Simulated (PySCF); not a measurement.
## Where the electron goes

Compound: H6NPSi.
Atom-mapped SMILES: `[NH2:1][SiH2:2][PH2:3]` (hydrogens: H4, H5 on N1; H6, H7 on Si2; H8, H9 on P3)

Geometry (PBE0-D3(BJ)/def2-SVP, Å), atoms numbered from 1 in this order:
```
atom  x, y, z in Å
N1    -1.4209    0.7627   -0.2294
Si2   -0.2275   -0.3562    0.3374
P3     1.6467    0.0589   -0.8586
H4    -1.6154    0.8159   -1.2237
H5    -2.2706    0.8959    0.3083
H6    -0.0895   -0.1323    1.8086
H7    -0.5116   -1.8183    0.1311
H8     2.4169   -0.9281   -0.1694
H9     2.0803    1.1352   -0.0267
```

Computed, not measured: TDDFT B3LYP/def2-SVPD, vertical, gas phase, core orbitals frozen in the response (PySCF).

Kohn–Sham orbitals with the atoms that hold most of them (Löwdin shares over 4%, at most four atoms; ? is withheld):

```csv
orbital,ε (eV),atoms
LUMO+2,0.58,"P3 37%, H8 21%, Si2 19%, H7 7%"
LUMO+1,0.27,"P3 38%, Si2 21%, H9 20%, H7 8%"
LUMO,?,?
HOMO,-7.04,"P3 44%, N1 22%, Si2 15%, H7 5%"
HOMO-1,-7.45,?
HOMO-2,-9.01,"P3 36%, Si2 22%, N1 15%, H9 11%"
HOMO-3,-9.58,"Si2 31%, H6 22%, P3 15%, H7 12%"
```

(1) Give the leading atoms of the LUMO.

(2) Give the leading atoms of the HOMO-1.

(3) What is the LUMO energy, and the HOMO–LUMO gap?

Answers

(1) Si2 (bonded to N, P and 2 H) 33%; P3 (bonded to Si and 2 H) 18%; N1 (bonded to Si and 2 H) 12%; H5 (bonded to N) 10%.

(2) N1 (bonded to Si and 2 H) 36%; P3 (bonded to Si and 2 H) 25%; Si2 (bonded to N, P and 2 H) 14%; H7 (bonded to Si) 6%.

(3) ε(LUMO) = -0.21 eV; the gap is 6.83 eV (0.2509 hartree).

Problem. How does S1 compare with the orbital gap of 6.83 eV?

Solution. S1 is at 5.90 eV (f = 0.010), 0.93 eV below the gap, made of HOMO→LUMO (81%), HOMO-1→LUMO (15%). 

Problem. One configuration dominates each of S1, S2, S3 and S5. Which, and how do the shares of the two leading atoms of either orbital change from the occupied to the empty one?

Solution. 
- S1 (5.90 eV, f 0.010), HOMO→LUMO (81%): P3 44% → 18%, N1 22% → 12%, Si2 15% → 33%
- S2 (6.28 eV, f 0.014), HOMO→LUMO+1 (92%): P3 44% → 38%, N1 22% → at most 8%, Si2 15% → 21%
- S3 (6.34 eV, f 0.030), HOMO-1→LUMO (75%): N1 36% → 12%, P3 25% → 18%, Si2 14% → 33%
- S5 (6.77 eV, f 0.0090), HOMO-1→LUMO+1 (94%): N1 36% → at most 8%, P3 25% → 38%, Si2 14% → 21%

Löwdin shares depend on the basis, the more so with diffuse functions.

One conformer stands for the species.
